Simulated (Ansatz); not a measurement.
Mulliken charges of `N=C(N)N` from ωB97M-V/def2-TZVPP in Ansatz (PBE0-D4/def2-TZVP geometry).

| atom | x (Å) | y (Å) | z (Å) | charge (e) |
| --- | --- | --- | --- | --- |
| N1 | -0.737 | 1.291 | -0.325 | -0.328 |
| C2 | -0.067 | 0.238 | -0.071 | 0.256 |
| N3 | 1.312 | 0.250 | -0.174 | -0.254 |
| N4 | -0.556 | -1.003 | 0.308 | -0.260 |
| H5 | -1.719 | 1.172 | -0.097 | 0.082 |
| H6 | 1.644 | 1.103 | -0.596 | 0.140 |
| H7 | 1.715 | -0.578 | -0.585 | 0.121 |
| H8 | 0.025 | -1.509 | 0.958 | 0.127 |
| H9 | -1.529 | -1.010 | 0.566 | 0.116 |

Q: By hand: the dipole of these point charges (1 e Å = 4.8032 D).

A: Σ q r = (0.158, -0.293, 0.078) e Å, of length 0.342 e Å = 1.64 D.

Q: How does the dipole of the full density compare? (An estimate is asked.)

A: Computed: (0.057, -0.570, 0.182) e Å, 2.89 D; the point charges give 0.57 times that, at 22° from its direction.

Point charges leave out the atoms' own dipoles, such as those of lone pairs, and Mulliken's split depends on the basis, so the two needn't agree.
